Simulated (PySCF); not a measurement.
**Simulated absorption spectrum**

Species: C₃H₁₀NP.
SMILES with atom numbers: `[CH3:1][P:2]([CH3:3])([CH3:4])=[NH:5]` (hydrogens: H6, H7, H8 on C1; H9, H10, H11 on C3; H12, H13, H14 on C4; H15 on N5)

Method used: PySCF, TDDFT PBE0/def2-SVPD, vertical, gas phase, core orbitals frozen in the response. Geometry: PBE0-D3(BJ)/def2-SVP; no solvent, vibrations or thermal averaging.

Broadening: Gaussians 0.3 eV wide at half height, area fixed by f = 4.319×10⁻⁹ ∫ε dν̃. The width is an assumption, not a result. The curve ends short of the highest state used, and states not computed would add to its high-energy end.

(λ (nm), ε (L mol⁻¹ cm⁻¹)): (199.9, 1162), (200.8, 812), (201.8, 519), (202.7, 332), (203.6, 204), (204.6, 114), (205.5, 65), (206.5, 33), (207.4, 18), (208.3, 9), (209.3, 4), (210.2, 3), (211.2, 3), (212.1, 4), (213.0, 8), (214.0, 16), (214.9, 29), (215.8, 51), (216.8, 91), (217.7, 147), (218.7, 239), (219.6, 356), (220.5, 511), (221.5, 733), (222.4, 978), (223.4, 1295), (224.3, 1612), (225.2, 1943), (226.2, 2305), (227.1, 2603), (228.1, 2878), (229.0, 3055), (229.9, 3153), (230.9, 3162), (231.8, 3081), (232.7, 2924), (233.7, 2677), (234.6, 2409), (235.6, 2081), (236.5, 1780), (237.4, 1487), (238.4, 1185), (239.3, 945), (240.3, 716), (241.2, 545), (242.1, 407), (243.1, 287), (244.0, 205), (244.9, 144), (245.9, 95), (246.8, 64), (247.8, 41), (248.7, 26), (249.6, 17), (250.6, 10), (251.5, 6)

Problem. Where are the band maxima, and which computed states make them?

Solution. 230 nm (5.38 eV), ε about 3200, made up of S1 (100%) (ε in L mol⁻¹ cm⁻¹; maxima over ε = 5, shares over 10%). At its high-energy end, 6.20 eV, the curve is still rising (ε about 1100, from S2 and S3). The states used: S1 5.38 eV (f 0.035); S2 6.36 eV (f 0.0061); S3 6.41 eV (f 0.038); S4 6.66 eV (f 0.021); S5 6.69 eV (f 0.0015); S6 6.80 eV (f 0.0007).

Problem. What would ε be at 5.38 eV, the highest of these maxima, with half the width (0.15 eV)?

Solution. About 6340 L mol⁻¹ cm⁻¹ against 3170, a factor of about 2.00; a lone state at its own centre would give exactly 2.

Problem. On this curve, what absorbance would a 10⁻⁵ mol/L sample give at 248 nm over a 1 cm path?

Solution. 248 nm is 4.999 eV, where ε is about 37 L mol⁻¹ cm⁻¹, so A = ε c l ≈ 0.00037 (Beer–Lambert, with the gas-phase spectrum and the assumed width).

Problem. Coming from long wavelengths, where does ε first pass 100 L mol⁻¹ cm⁻¹?

Solution. At about 246 nm (5.04 eV), 0.33 eV below S1.
